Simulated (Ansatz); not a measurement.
The same path of BH$_{3}$NO (6 atoms, charge 0, multiplicity 2) was run twice with different band settings. Lost on the way: B2–H5. Made: O3–H5.

Level of theory: UKS PBE-D4/def2-SVP in Ansatz.

Relaxed end points:

```xyz
6
Properties=species:S:1:pos:R:3
N -1.143 0.107 -0.188
B 0.265 0.224 -0.201
O 1.114 -0.084 0.831
H -1.642 -0.520 -0.834
H 0.770 0.768 -1.184
H 0.636 -0.496 1.576
```

```xyz
6
Properties=species:S:1:pos:R:3
N -1.170 -0.291 -0.137
B -0.033 -0.251 -0.806
O 1.183 0.006 0.298
H -2.092 -0.471 -0.535
H 1.580 0.889 0.130
H 0.531 0.119 1.049
```

Common settings: spring 5.0 eV/Å²; optimiser quadratic models (default); start path through a guess of the saddle point; force threshold 0.05 eV/Å; iteration limit 60; end points relaxed.

| run | movable images | climbing image |
| --- | --- | --- |
| 1 | 5 | yes |
| 2 | 8 | no |

Task: What does each run give, and how far can it be trusted?

Result: Run 1: converged after 28 iterations, highest image 2.592 eV above the first end. The profile has 2 maxima (images 1, 4) with wells between them (image 2): this band takes more than one step, which may be the mechanism or a detour left from its start path. Neighbouring images differ by up to 2.0 eV, so the band resolves the path poorly. A vibrational analysis at the climbing image gives one clearly imaginary mode, 1223i cm⁻¹: a first-order saddle point.
Run 2: converged after 18 iterations, highest image 2.361 eV above the first end. The profile has 2 maxima (images 3, 7) with wells between them (image 4): this band takes more than one step, which may be the mechanism or a detour left from its start path. Neighbouring images differ by up to 1.2 eV, so the band resolves the path poorly. No image climbed, so the highest image needn't sit at the top of the path.
